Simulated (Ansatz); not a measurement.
## Relaxing Ti₅Ga₃

Method: Ansatz 0.2.0, DFT r2SCAN, scalar-relativistic, plane waves, PAW.

The start is a database structure of Ti₅Ga₃, space group P6_3/mcm (No. 193).

Input of the last, converged step (default PAW datasets):

```yaml
crystal:
  lattice:
    - [7.6040012253, 0.0, 0.0]
    - [-3.8020006126, 6.5852582315, 0.0]
    - [0.0, 0.0, 5.288]
  atoms:
    - { symbol: Ti, position: [0.24, 0.0, 0.25] }
    - { symbol: Ti, position: [0.24, 0.24, 0.75] }
    - { symbol: Ti, position: [0.0, 0.24, 0.25] }
    - { symbol: Ti, position: [0.76, 0.0, 0.75] }
    - { symbol: Ti, position: [0.76, 0.76, 0.25] }
    - { symbol: Ti, position: [0.0, 0.76, 0.75] }
    - { symbol: Ti, position: [0.3333333333, 0.6666666667, 0.0] }
    - { symbol: Ti, position: [0.6666666667, 0.3333333333, 0.5] }
    - { symbol: Ti, position: [0.6666666667, 0.3333333333, 0.0] }
    - { symbol: Ti, position: [0.3333333333, 0.6666666667, 0.5] }
    - { symbol: Ga, position: [0.605, 0.0, 0.25] }
    - { symbol: Ga, position: [0.605, 0.605, 0.75] }
    - { symbol: Ga, position: [0.0, 0.605, 0.25] }
    - { symbol: Ga, position: [0.395, 0.0, 0.75] }
    - { symbol: Ga, position: [0.395, 0.395, 0.25] }
    - { symbol: Ga, position: [0.0, 0.395, 0.75] }
basis:
  ecutwfc: 500
kpoints:
  mp_grid: { grid: [6, 6, 8] }
hamiltonian:
  xc: r2scan
scf:
  occupations: { method: gaussian, width: 0.1 }
output:
  forces: true
  stress: true
  eigenvalues: true
relax:
  adjacent_minimum: "off"
  f_tol: 0.01
  max_steps: 80
  cell: { stress_tol: 0.05 }
```

Launched as:

```bash
ansatz run input.yaml --threads 4 --pin off --max-ram 8192MiB --backend cpu --events-out ev --progress --plain --runs-dir out
```

It took 3.8 min on 4 threads of Arm Neoverse V1, on a shared host, peak memory 2.4 GiB.

The program printed at the end:

```
SCF converged after 7 iterations
Free energy (F): -47793.025810 eV
Harris-Foulkes:  -47793.025810 eV  (|F-HF|=3.64e-11)
Internal energy: -47792.938453 eV  (E = F + TS)
E sigma→0 (E₀):  -47792.982131 eV
Entropy (-TS):   -0.087357 eV (-5.460 meV/atom)
Fermi energy:    12.707772 eV
--- Per-component energies (eV) ---
  E_band       = -1729.603755
  E_kinetic    = 3419.096114
  E_local      = -18449.878925  (includes V_loc(G=0)·N_el)
  E_nonlocal   = 2607.691031
  E_hartree    = 8289.685652
  E_xc         = -1315.789183
  E_vxc        = -1703.817415  (∫ρ·V_xc dr)
  E_paw        = -22558.286744  (= ΣΔE_a)
  E_vpaw       = -4293.937257  (= ΣTr[D̂ρ^β])
  E_aug_tail   = 0.000689  (compensation charges beyond the density's cutoff)
  E_vtau       = 111.870500  (kinetic-family band-sum trace: ∫τ·v_τ [+ j·A + Jᵃ·Aᵃ] dr)
  E_ewald      = -19779.004096
  E_core_change = -6.452991  (= ΣΔE_core)
  E_smearing   = -0.087357  (= −TS)
  E_closure    = 0.000000  (closes the sum)
  Σ components = -47793.025810   (vs F -47793.025810, Δ=0.00e0)
--- Forces (eV/Å), atoms counted from 1 ---
  atom   1  Ti     0.00064617     0.00000000     0.00000000
  atom   2  Ti     0.00032309     0.00055960     0.00000000
  atom   3  Ti    -0.00032309     0.00055960     0.00000000
  atom   4  Ti    -0.00064617     0.00000000     0.00000000
  atom   5  Ti    -0.00032309    -0.00055960     0.00000000
  atom   6  Ti     0.00032309    -0.00055960     0.00000000
  atom   7  Ti     0.00000000     0.00000000     0.00000000
  atom   8  Ti     0.00000000     0.00000000     0.00000000
  atom   9  Ti     0.00000000     0.00000000     0.00000000
  atom  10  Ti     0.00000000     0.00000000     0.00000000
  atom  11  Ga     0.00825718     0.00000000     0.00000000
  atom  12  Ga     0.00412859     0.00715093     0.00000000
  atom  13  Ga    -0.00412859     0.00715093     0.00000000
  atom  14  Ga    -0.00825718     0.00000000     0.00000000
  atom  15  Ga    -0.00412859    -0.00715093     0.00000000
  atom  16  Ga     0.00412859    -0.00715093     0.00000000
  max |Σ_I F_I| component: 1.13e-17 eV/Å
--- Stress (GPa, compression-positive) ---
       -0.011441       0.000000       0.000000
        0.000000      -0.011441       0.000000
        0.000000       0.000000       0.006176
  P = ⅓ Tr σ = -0.0056 GPa (-0.056 kbar)
--- Relaxed structure (4 steps of the walk, 4 accepted, 1 SCFs on fresh bases) ---
  F+E_penalty+E_count = -47793.02580983 eV   max|allowed force component| = 8.257e-3 eV/Å   (the final SCF, on the basis selected at the relaxed cell)
  cell:  # Å, volume = 262.3965 Å³
    - [7.571824, 0.000000, 0.0]
    - [-3.785912, 6.557392, 0.0]
    - [0.0, 0.0, 5.284772]
  atoms:
    - { symbol: Ti, position: [0.238992, 0.000000, 0.250000] }
    - { symbol: Ti, position: [0.238992, 0.238992, 0.75] }
    - { symbol: Ti, position: [0.000000, 0.238992, 0.250000] }
    - { symbol: Ti, position: [0.761008, 0.000000, 0.75] }
    - { symbol: Ti, position: [0.761008, 0.761008, 0.250000] }
    - { symbol: Ti, position: [0.000000, 0.761008, 0.75] }
    - { symbol: Ti, position: [0.333333, 0.666667, 0.000000] }
    - { symbol: Ti, position: [0.666667, 0.333333, 0.500000] }
    - { symbol: Ti, position: [0.666667, 0.333333, 0.000000] }
    - { symbol: Ti, position: [0.333333, 0.666667, 0.500000] }
    - { symbol: Ga, position: [0.605957, 0.000000, 0.250000] }
    - { symbol: Ga, position: [0.605957, 0.605957, 0.75] }
    - { symbol: Ga, position: [0.0, 0.605957, 0.250000] }
    - { symbol: Ga, position: [0.394043, 0.000000, 0.75] }
    - { symbol: Ga, position: [0.394043, 0.394043, 0.250000] }
    - { symbol: Ga, position: [0.000000, 0.394043, 0.75] }
```

Absolute energies hang on the potentials; compare differences alone.

The result has space group P6_3/mcm (No. 193). Ti on Wyckoff site g (6 atoms of the primitive cell) has 2 Ga at 2.60 Å, 3 Ga at 2.78–2.89 Å and 10 Ti at 3.13–3.23 Å; Ti on Wyckoff site d (4 atoms of the primitive cell) has 2 Ti at 2.64 Å, 6 Ga at 2.68 Å and 6 Ti at 3.23 Å; around Ga lie 9 Ti at 2.60–2.89 Å and 2 Ga at 3.09 Å.

Against the elements it lies at -0.48 eV/atom. Energies over the elements count from the elements' standard structures at the same level, with no empirical corrections.

The k mesh leaves about 4 meV/atom of noise in metals.

A structure relaxed within its symmetry needn't be a true minimum.